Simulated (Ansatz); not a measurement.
MgO2H2, relaxed as a singlet with RKS B3LYP-D4/def2-TZVP in Ansatz, starting from the GFN2-xTB geometry. Force threshold 0.02 eV/Å.

The structure holds 1 bond(s) between oxygen atoms. Another isomer (singlet) lies 4.31 eV lower at PBE0-D4/def2-TZVP; other spin states weren't run for this one.

Start:

```xyz
5

Mg   -0.195   -0.616    0.664
O    -0.226    1.095    0.108
O     0.380    0.247   -0.925
H     0.569    0.913   -1.596
H    -0.528   -1.639    1.748
```

| step | energy (eV) | largest force component (eV/Å) | SCF passes |
| --- | --- | --- | --- |
| 1 | -9571.2268 | 1.928 | 25 |
| 2 | -9571.4916 | 1.058 | 32 |
| 3 | -9571.5901 | 0.299 | 31 |
| 4 | -9571.5957 | 0.556 | 32 |
| 5 | -9571.6043 | 0.104 | 32 |
| 6 | -9571.6132 | 0.481 | 32 |
| 7 | -9571.6141 | 0.659 | 32 |
| 8 | -9571.6141 | 0.666 | 34 |
| 9 | -9571.6388 | 0.653 | 39 |
| 10 | -9571.6551 | 0.285 | 31 |
| 11 | -9571.6623 | 0.481 | 32 |
| 12 | -9571.6665 | 0.073 | 31 |
| 13 | -9571.6675 | 0.023 | 33 |
| 14 | -9571.6675 | 0.011 | 34 |

Force components are those of the run's own axes.

End:

Cartesian coordinates in Å:
```
Mg -0.1793 -0.4875 0.7837
O 0.0274 1.3001 0.2017
O 0.5790 0.3962 -0.8870
H 0.1170 0.7221 -1.6690
H -0.5440 -1.9309 1.5706
```

By distances, no bond broke or formed. The bond that changes most is Mg1–H5, from 1.53 to 1.68 Å (atoms count from 1).

No frequencies were taken in this run, so the end may be a saddle point.

Hardware: 4 threads of Arm Neoverse V2 on a shared host. Wall time 11 s.
